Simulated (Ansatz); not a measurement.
Total energies of SiH2MeCl (CH₅ClSi) from Ansatz at r2SCAN-D4/def2-TZVP, gas phase (1 Eh = 27.2114 eV = 2625.5 kJ/mol). The reference geometry is relaxed at r2SCAN-D4/def2-TZVP.

```csv
atom,x (Å),y (Å),z (Å)
Si1,-0.242,0.819,-0.005
H2,-1.472,1.084,0.779
H3,-0.392,1.391,-1.365
C4,0.143,-0.997,-0.070
H5,-0.678,-1.538,-0.548
H6,0.281,-1.402,0.934
H7,1.054,-1.183,-0.643
Cl8,1.306,1.826,0.919
```

| state | geometry | energy (Eh) |
| --- | --- | --- |
| charge 0 singlet | reference | -790.81982 |
| charge 1 doublet | reference | -790.42330 |
| free Si atom (triplet) | – | -289.34121 |
| free H atom (doublet) | – | -0.49993 |
| free C atom (triplet) | – | -37.83292 |
| free Cl atom (doublet) | – | -460.11688 |

Work out the vertical ionisation energy to the doublet.

E(charge 1 doublet) − E(charge 0 singlet) = -790.42330 − (-790.81982) = 0.39652 Eh = 10.79 eV. For comparison, −ε of the highest occupied level is 7.74 eV at this level, 3.05 eV less.

What is the binding energy per atom against free atoms?

Atoms: 1 × (-289.34121) + 5 × (-0.49993) + 1 × (-37.83292) + 1 × (-460.11688) = -789.79066 Eh. Binding: -789.79066 − (-790.81982) = 1.02916 Eh = 28.00 eV, or 3.50 eV for each of 8 atoms (no zero-point energy, no counterpoise term).
